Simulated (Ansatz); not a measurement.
# BHO (singlet): wave-function methods side by side at distance O2–H3 = 3.307 Å, 6-31G

Aim: climb from Hartree-Fock through coupled cluster and multireference methods for BHO (singlet) at one geometry and basis, and see what each rung misses.

The runs use Ansatz 0.2.0, Gaussian basis; 6-31G, core rule «outside noble gas», up to 2 orbitals frozen.

Plan: UHF; CCSD(T) on RHF; CCSD(T) on UHF; BCCD(T) on RHF; CISD; CCSDT(Q) on RHF; CCSDT(Q) on UHF; CISDTQ; CCSDTQ on RHF; CASSCF and MRCISD+Q, 2 electrons in 2 orbitals; CASSCF and NEVPT2, 2 electrons in 2 orbitals; CASSCF and MRCISD+Q, 10 electrons in 9 orbitals; CASSCF and NEVPT2, 10 electrons in 9 orbitals; Full CI.

26 further runs of the same task are left out: 2 for a mislabelled method, 20 that didn't finish, 4 set aside as unsound or not needed.

## (1) The geometry

The geometry derives from a PBE0/def2-TZVP stationary point (not a proven minimum). One bond is set to the value named and the two fragments are kept rigid.

3 atoms, charge 0, spin multiplicity 1.

Atoms are counted from 1 here; the program's logs count them from 0.

Bond lengths: B1–O2 1.272 Å.

Coordinates:

```xyz
3

B     0.0000    0.0000   -1.9504
O     0.0000    0.0000   -0.6783
H     0.0000    0.0000    2.6287
```

## (2) UHF

Input file in.yaml:

```yaml
crystal:
  periodic: [false, false, false]
  atoms:
    - {symbol: B, position_ang: [0.000000, 0.000000, -1.950381]}
    - {symbol: O, position_ang: [0.000000, 0.000000, -0.678310]}
    - {symbol: H, position_ang: [0.000000, 0.000000, 2.628690]}
basis:
  gaussian: {orbitals: 6-31G}
magnetization: {spin_polarized: true, initial_magnetization: 0}
hamiltonian: {xc: hf}
output: {orbitals: {seedname: orbitals}}
```

Command:

```
$ ansatz run in.yaml --threads 1 --pin off --events-out ev --progress --plain --max-ram 2393MiB
```

The runs that follow: CCSD(T) on RHF; CCSD(T) on UHF; BCCD(T) on RHF; CISD; CCSDT(Q) on RHF; CCSDT(Q) on UHF; CISDTQ; CCSDTQ on RHF; CASSCF and MRCISD+Q, 2 electrons in 2 orbitals; CASSCF and NEVPT2, 2 electrons in 2 orbitals; CASSCF and MRCISD+Q, 10 electrons in 9 orbitals; CASSCF and NEVPT2, 10 electrons in 9 orbitals; Full CI.

Q: Predict the results of all the runs planned. Wanted: FCI below the RHF energy; RMP2 from FCI; UMP2 from FCI; RCCSD from FCI; RCCSD(T) from FCI; UCCSD(T) from FCI; RCCSDT(Q) from FCI; UCCSDT(Q) from FCI; NEVPT2 pair from FCI.

The runs gave:

| quantity | value |
| --- | --- |
| FCI below the RHF energy | -11.0576 eV |
| RMP2 from FCI | -3.7 kJ/mol |
| UMP2 from FCI | +31.0 kJ/mol |
| RCCSD from FCI | +49.5 kJ/mol |
| RCCSD(T) from FCI | -71.1 kJ/mol |
| UCCSD(T) from FCI | +6.1 kJ/mol |
| RCCSDT(Q) from FCI | -15.0 kJ/mol |
| UCCSDT(Q) from FCI | -1.1 kJ/mol |
| NEVPT2 pair from FCI | +21.7 kJ/mol |
| MRCISD+Q pair from FCI | +14.1 kJ/mol |
| NEVPT2 valence from FCI | +39.6 kJ/mol |
| levels within 1 kcal/mol (43 meV) | RMP2, RCCSDT, UCCSDT, UCCSDT(Q), RCCSDTQ, MRCISD+Q valence |
| T1 diagnostic | 0.096 |
| effectively unpaired electrons | 2.09 |

RCCSD(T) lands -71.1 kJ/mol from the yardstick (6.7 % of the correlation energy). CCSD(T) misses by -71.1 kJ/mol on the restricted determinant and by +6.1 kJ/mol on the unrestricted one; the two need not hold the same state or core. RMP2, RCCSD(T), BCCD(T), RCCSDT, RCCSDT(Q), UCCSDT(Q), RCCSDTQ fall below full CI: unrestricted runs freeze a spin-polarised core, another one than full CI's, and coupled cluster isn't variational. With 2.1 effectively unpaired electrons against 0 the state is strongly multireference. Of the multireference levels listed MRCISD+Q valence comes nearest in total energy (+3.6 kJ/mol), which doesn't show that its space is the better one. Coupled cluster took another determinant than the lowest Hartree-Fock one. These misses are within one basis, not against nature.
